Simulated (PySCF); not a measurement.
**Continuum solvent and chemical shifts**

Cartesian coordinates in Å; atom numbers follow the order of the lines, from 1:
```xyz
10

N    -1.647   -0.101   -0.193
C    -0.285    0.083   -0.037
C     0.622   -0.970    0.317
N     1.894   -0.666    0.376
S     2.101    0.928   -0.001
C     0.432    1.242   -0.246
H    -2.043   -0.845    0.367
H    -2.207    0.741   -0.146
H     0.310   -1.997    0.534
H     0.055    2.224   -0.530
```

GIAO PBE0/pcSseg-1 in PySCF 2.14 on one PBE0-D3(BJ)/def2-SVP conformer, non-relativistic, equivalent nuclei averaged. Solvents enter as an IEF-PCM continuum (chloroform with ε = 4.7, tetrahydrofuran with ε = 7.4) around the gas-phase geometry. Shifts are referred to TMS, CS2 computed in the same medium.

Gas phase, δ in ppm: C3 152.3, C2 147.6, C6 125.3, S5 374.6, H9 7.92, H10 7.01, H7/H8 3.09. Dipole moment 3.69 D.

Q: How does each δ change in the continuum?

A: 
```csv
atoms,environment,"Δδ, chloroform","Δδ, tetrahydrofuran"
C3,aromatic CH next to a ring nitrogen,+3.2,+3.7
C2,aromatic carbon bearing nitrogen,+2.5,+2.8
C6,aromatic CH next to the ring sulfur,+1.5,+1.7
S5,aromatic ring sulfur,-5.4,-6.3
H9,hydrogen on an aromatic CH next to a ring nitrogen,+0.14,+0.17
H10,hydrogen on an aromatic CH next to the ring sulfur,+0.30,+0.35
H7/H8,hydrogen on an aniline-type nitrogen,+0.48,+0.55
```

Changes are relative to the gas phase. The dipole moment becomes 4.51 D in chloroform, 4.65 D in tetrahydrofuran.

Q: Which nuclei move most (in ppm), and what does the model miss?

A: S5 (aromatic ring sulfur, -6.3 ppm) in tetrahydrofuran. A continuum only polarises the solute; specific hydrogen bonds, the anisotropy of aromatic solvents and changes of geometry or conformer are outside it.
